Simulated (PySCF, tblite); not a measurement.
# A complex of water and dinitrogen

A gas-phase complex of water and dinitrogen; neutral, singlet. The structure comes from a short search (6 tight-binding starts) and was relaxed by PBE0-D3(BJ)/def2-TZVPD; another way of binding may lie lower. Frequencies by PBE0-D3(BJ)/def2-TZVPD show no clear imaginary mode.

```json
{"part": "1", "name": "water", "SMILES": "O", "atoms": "1–3", "charge": "0", "multiplicity": "1"}
{"part": "2", "name": "dinitrogen", "SMILES": "N#N", "atoms": "4–5", "charge": "0", "multiplicity": "1"}
```

Coordinates in Å:
```
O1     -0.100    0.487    0.158
H2     -0.977    0.096    0.179
H3      0.484   -0.226   -0.113
N4      2.858   -2.545   -0.993
N5      2.073   -1.839   -0.727
```

Contacts between parts, classed by geometry: H3···N5 2.346 Å (hydrogen bond, 175°).

Interaction energies are complex less parts, with the parts frozen as they stand in it; counterpoise-corrected, in kcal/mol (PySCF). The CCSD(T) estimate is Hartree-Fock/aug-cc-pVQZ, plus the MP2 correlation part extrapolated as X⁻³ from aug-cc-pVTZ and aug-cc-pVQZ, plus CCSD(T) less MP2 in aug-cc-pVDZ; noble-gas cores are frozen. It isn't the exact limit.

Q: Give the interaction energy at each level run.

A: 
| level | interaction | superposition error removed |
| --- | --- | --- |
| Hartree-Fock/aug-cc-pVQZ | -0.21 | - |
| wB97M-D3(BJ)/def2-TZVPD | -1.14 | -0.06 |
| PBE0-D3(BJ)/def2-TZVPD | -1.29 | -0.06 |
| MP2/aug-cc-pVQZ | -1.25 | -0.21 |
| CCSD(T), estimated basis limit | -1.21 | - |

Q: What holds them together? Decompose the wB97M-D3(BJ)/def2-TZVPD energy: frozen parts, their antisymmetrised product, then relaxation.

A: electrostatic -1.6, Pauli repulsion +1.5, orbital relaxation -0.7, dispersion correction -0.5 kcal/mol, which sum to the value before the counterpoise correction; the Pauli term holds the exchange-correlation of the frozen density too. Of the attraction, 58 % is electrostatic, 26 % is orbital relaxation, 17 % is dispersion correction.

The parts were also relaxed and run alone, at the levels used for the complex: shieldings by PBE0/pcSseg-2; core levels by delta-SCF with SCAN, pcX-2 on the ionised atom and pcseg-1 elsewhere, spin-free X2C.

Values alone: O1–H3 bond (Å): 0.960; shielding of H3 (ppm): 30.89; shielding of N5 (ppm): -86.7; shielding of O1 (ppm): 329.1; O1 1s core level (eV): 539.76.

Q: What does binding change?

A: 
```tsv
property	alone	in the complex	change
O1–H3 bond (Å)	0.960	0.961	+0.001
shielding of H3 (ppm)	30.89	30.77	-0.11
shielding of N5 (ppm)	-86.7	-80.2	+6.5
shielding of O1 (ppm)	329.1	327.1	-2.1
O1 1s core level (eV)	539.76	539.39	-0.37
```

Q: What are the binding energy from relaxed parts (wB97M-D3(BJ)/def2-TZVPD), and ΔH and ΔG of association at 298.15 K and 1 atm?

A: -1.14 kcal/mol, -0.27 with zero-point energy; ΔH -0.1 and ΔG +4.9 kcal/mol, from harmonic vibrations by PBE0-D3(BJ)/def2-TZVPD with low modes damped.
